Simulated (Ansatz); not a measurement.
Input file:

```yaml
crystal:
  periodic: [false, false, false]
  atoms:
    - {symbol: C, position_ang: [0.000000, 0.000000, 0.155173]}
    - {symbol: C, position_ang: [0.000000, 0.000000, 1.373356]}
    - {symbol: C, position_ang: [0.000000, 0.000000, -1.306250]}
    - {symbol: H, position_ang: [0.000000, 0.000000, 2.439113]}
    - {symbol: H, position_ang: [0.000000, 1.021145, -1.695941]}
    - {symbol: H, position_ang: [0.884337, -0.510572, -1.695941]}
    - {symbol: H, position_ang: [-0.884337, -0.510572, -1.695941]}
basis:
  gaussian: {orbitals: STO-3G}
magnetization: {spin_polarized: true, initial_magnetization: 0}
correlation: {method: ccsdtq, electrons: outside_noble_gas}
```

```sh
$ ansatz run in.yaml --threads 1 --pin off --events-out ev --progress --plain --max-ram 4160MiB --backend cpu
```

(1) Roughly how long does this take on 1 thread of AMD EPYC 7R13, shared host, and how much host memory?

```
336 factors; integrals over basis functions are off by at most 3.5e-8 eV
mean field evaluation 1: about -3113.3286 eV, gradient 1.0e1 eV
mean field evaluation 2: about -3113.3822 eV, gradient 9.9e0 eV
mean field evaluation 4: about -3114.1068 eV, gradient 2.2e0 eV
mean field evaluation 8: about -3114.1309 eV, gradient 1.1e-6 eV
mean field evaluation 16: about -3114.1505 eV, gradient 1.4e-3 eV
mean field evaluation 32: about -3114.1309 eV, gradient 1.5e-4 eV
mean field -3114.15049256 eV, -114.4429197547 hartree, gradient 1.9e-6 eV, S^2 0.172334; 4 other end points of the search recorded, 0 dependent functions left out
determinant -3114.15049256 eV, -114.4429197547 hartree, with singles and doubles -3120.54311116 eV, -114.6778441550 hartree
determinant -3114.13092740 eV, -114.4422007481 hartree, with singles and doubles -3120.54104359 eV, -114.6777681734 hartree
determinant -3114.15049256 eV, -114.4429197547 hartree, with singles and doubles -3120.53995840 eV, -114.6777282932 hartree
determinant -3114.13092740 eV, -114.4422007481 hartree, with singles and doubles -3120.54084198 eV, -114.6777607641 hartree
3 core orbitals not correlated: weight in the atoms' cores, before any rotation towards them, 1.000 or more for the frozen orbitals, at most 0.000 for the correlated occupied ones
reference -3114.13092740 eV, -114.4422007481 hartree; 8, 8 occupied and 8, 8 virtual orbitals, 336 factors
second order -5.50860199 eV of doubles, -0.00000000 eV of singles
cycle   1  -5.92611132 eV  change   -4.2e-1 eV  update   7.0e-2
cycle   2  -6.39830803 eV  change   -4.7e-1 eV  update   3.4e-2
cycle   3  -6.49371575 eV  change   -9.5e-2 eV  update   1.4e-2
cycle   4  -6.50428491 eV  change   -1.1e-2 eV  update   5.9e-3
cycle   5  -6.50512670 eV  change   -8.4e-4 eV  update   1.9e-3
cycle   6  -6.50410525 eV  change    1.0e-3 eV  update   5.8e-4
cycle   7  -6.50372764 eV  change    3.8e-4 eV  update   2.3e-4
cycle   8  -6.50363248 eV  change    9.5e-5 eV  update   9.1e-5
cycle   9  -6.50360061 eV  change    3.2e-5 eV  update   3.7e-5
cycle  10  -6.50358807 eV  change    1.3e-5 eV  update   7.8e-6
cycle  11  -6.50358642 eV  change    1.7e-6 eV  update   3.6e-6
cycle  12  -6.50358617 eV  change    2.5e-7 eV  update   2.2e-6
cycle  13  -6.50358672 eV  change   -5.5e-7 eV  update   3.8e-7
Total energy: -3120.63451412 eV, -114.6812031517 hartree
```

For the same geometry and basis full CI lies 1.3 meV lower.

Answers

(1) 1.9 min wall and 1.4 GiB.
